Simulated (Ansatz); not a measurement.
SiH₃F, singlet: a relaxation.

Input (in.yaml):

```yaml
crystal:
  periodic: [false, false, false]
  atoms:
    - {symbol: Si, position_ang: [-0.235101, -0.024246, 0.187469]}
    - {symbol: H, position_ang: [-0.231445, -1.228848, -0.647453]}
    - {symbol: F, position_ang: [0.966791, -0.265486, -1.025922]}
    - {symbol: H, position_ang: [0.438784, 0.212345, 1.533542]}
    - {symbol: H, position_ang: [-0.939028, 1.306235, -0.047435]}
basis:
  gaussian: {orbitals: def2-TZVP}
hamiltonian: {xc: pbe0, dispersion: d4}
relax: {f_tol: 0.005, max_steps: 200}
```

Run by:

```bash
ansatz run in.yaml --threads 2 --pin off --events-out ev --progress --plain --max-ram 4352MiB
```

Output of Ansatz 0.2.0:

```
Functional definition: PBE0
  name "PBE0"
  cite "Adamo & Barone, J. Chem. Phys. 110, 6158 (1999) doi:10.1063/1.478522"
  cite "Perdew, Burke & Ernzerhof, Phys. Rev. Lett. 77, 3865 (1996) doi:10.1103/PhysRevLett.77.3865"
  parent pbe
  parameter a = 0.25
  parameter kappa = 0.804
  parameter beta = 0.06672455060314922
  exchange = (1 - a)*pbe_x(kappa = kappa, mu = beta*pi^2/3) + a*exact_x
  correlation = pbe_c(beta = beta)
556 factors; their error is unknown
mean field evaluation 1: about -10635.8959 eV, gradient 3.4e1 eV
mean field evaluation 2: about -10629.8890 eV, gradient 7.2e1 eV
mean field evaluation 4: about -10637.7860 eV, gradient 8.1e-1 eV
mean field evaluation 8: about -10637.8295 eV, gradient 1.1e-1 eV
mean field -10637.82953172 eV, -390.9330247107 hartree, gradient 2.7e-5 eV, S^2 0.000000; 0 other end points of the search recorded, 0 dependent functions left out
the calculation of the forces begins
reference -10637.82955647 eV, -390.9330256205 hartree; 13, 13 occupied and 73, 73 virtual orbitals, 556 factors
relax step   1: F+E_penalty+E_count = -10637.86722902 eV  Δ(F+E_penalty+E_count) = +0.000e0 eV  max|allowed force component| = 2.880e0 eV/Å  Δτ_max = 0.0000 Å  (23 SCF iters, accepted)
these checks for a lower state are left out or cut short: starts, cluster_reference, orbital_swaps, neighbouring_geometries, increment
556 factors; their error is unknown
mean field evaluation 16: about -10638.8024 eV, gradient 8.3e0 eV
mean field -10639.06103378 eV, -390.9782815768 hartree, gradient 1.0e-5 eV, S^2 0.000000; 0 other end points of the search recorded, 0 dependent functions left out
the calculation of the forces begins
reference -10639.06105873 eV, -390.9782824936 hartree; 13, 13 occupied and 73, 73 virtual orbitals, 556 factors
relax step   2: F+E_penalty+E_count = -10639.09902210 eV  Δ(F+E_penalty+E_count) = -1.232e0 eV  max|allowed force component| = 2.335e0 eV/Å  Δτ_max = 0.1979 Å  (30 SCF iters, accepted)
these checks for a lower state are left out or cut short: starts, cluster_reference, orbital_swaps, neighbouring_geometries, increment
556 factors; their error is unknown
mean field -10639.87298296 eV, -391.0081201588 hartree, gradient 1.8e-5 eV, S^2 0.000000; 0 other end points of the search recorded, 0 dependent functions left out
the calculation of the forces begins
reference -10639.87300787 eV, -391.0081210743 hartree; 13, 13 occupied and 73, 73 virtual orbitals, 556 factors
relax step   3: F+E_penalty+E_count = -10639.91146002 eV  Δ(F+E_penalty+E_count) = -8.124e-1 eV  max|allowed force component| = 9.091e-1 eV/Å  Δτ_max = 0.1928 Å  (28 SCF iters, accepted)
these checks for a lower state are left out or cut short: starts, cluster_reference, orbital_swaps, neighbouring_geometries, increment
556 factors; their error is unknown
mean field evaluation 32: about -10639.9683 eV, gradient 6.8e0 eV
mean field -10640.12643003 eV, -391.0174341670 hartree, gradient 2.0e-5 eV, S^2 0.000000; 0 other end points of the search recorded, 0 dependent functions left out
the calculation of the forces begins
reference -10640.12645484 eV, -391.0174350786 hartree; 13, 13 occupied and 73, 73 virtual orbitals, 556 factors
relax step   4: F+E_penalty+E_count = -10640.16493211 eV  Δ(F+E_penalty+E_count) = -2.535e-1 eV  max|allowed force component| = 4.871e-1 eV/Å  Δτ_max = 0.1818 Å  (25 SCF iters, accepted)
these checks for a lower state are left out or cut short: starts, cluster_reference, orbital_swaps, neighbouring_geometries, increment
556 factors; their error is unknown
mean field -10640.14757178 eV, -391.0182111120 hartree, gradient 2.2e-5 eV, S^2 0.000000; 0 other end points of the search recorded, 0 dependent functions left out
the calculation of the forces begins
reference -10640.14759641 eV, -391.0182120170 hartree; 13, 13 occupied and 73, 73 virtual orbitals, 556 factors
relax step   5: F+E_penalty+E_count = -10640.18598458 eV  Δ(F+E_penalty+E_count) = -2.105e-2 eV  max|allowed force component| = 1.508e-1 eV/Å  Δτ_max = 0.0452 Å  (25 SCF iters, accepted)
these checks for a lower state are left out or cut short: starts, cluster_reference, orbital_swaps, neighbouring_geometries, increment
556 factors; their error is unknown
mean field -10640.14968638 eV, -391.0182888220 hartree, gradient 1.7e-5 eV, S^2 0.000000; 0 other end points of the search recorded, 0 dependent functions left out
the calculation of the forces begins
reference -10640.14971106 eV, -391.0182897289 hartree; 13, 13 occupied and 73, 73 virtual orbitals, 556 factors
relax step   6: F+E_penalty+E_count = -10640.18813053 eV  Δ(F+E_penalty+E_count) = -2.146e-3 eV  max|allowed force component| = 1.416e-2 eV/Å  Δτ_max = 0.0071 Å  (25 SCF iters, accepted)
these checks for a lower state are left out or cut short: starts, cluster_reference, orbital_swaps, neighbouring_geometries, increment
556 factors; their error is unknown
mean field -10640.14968949 eV, -391.0182889364 hartree, gradient 3.4e-5 eV, S^2 0.000000; 0 other end points of the search recorded, 0 dependent functions left out
the calculation of the forces begins
reference -10640.14971417 eV, -391.0182898433 hartree; 13, 13 occupied and 73, 73 virtual orbitals, 556 factors
relax step   7: F+E_penalty+E_count = -10640.18813589 eV  Δ(F+E_penalty+E_count) = -5.362e-6 eV  max|allowed force component| = 3.106e-4 eV/Å  Δτ_max = 0.0004 Å  (16 SCF iters, accepted)
556 factors; their error is unknown
mean field evaluation 64: about -10640.1497 eV, gradient 1.5e-1 eV
mean field -10640.14968949 eV, -391.0182889364 hartree, gradient 3.4e-5 eV, S^2 0.000000; 1 other end points of the search recorded, 0 dependent functions left out
the calculation of the forces begins
reference -10640.14971417 eV, -391.0182898433 hartree; 13, 13 occupied and 73, 73 virtual orbitals, 556 factors
Total energy: -10640.18816057 eV, -391.0197027222 hartree
Atom 0 at    -0.031664    -0.004212     0.024720 Å, force     0.000311     0.000069    -0.000223 eV/Å
Atom 1 at    -0.696836    -1.291384    -0.285729 Å, force     0.000039     0.000090     0.000028 eV/Å
Atom 2 at     1.223249     0.162495    -0.953573 Å, force    -0.000272    -0.000078     0.000183 eV/Å
Atom 3 at     0.462260     0.003427     1.421719 Å, force    -0.000019    -0.000056     0.000028 eV/Å
Atom 4 at    -0.957008     1.129674    -0.206937 Å, force    -0.000058    -0.000025    -0.000016 eV/Å
Dipole moment:    -0.207290    -0.027546     0.161591 e Å
```

Hardware: 2 CPU threads of an Intel Xeon Platinum 8488C, shared host. Wall time about 5.5 s.
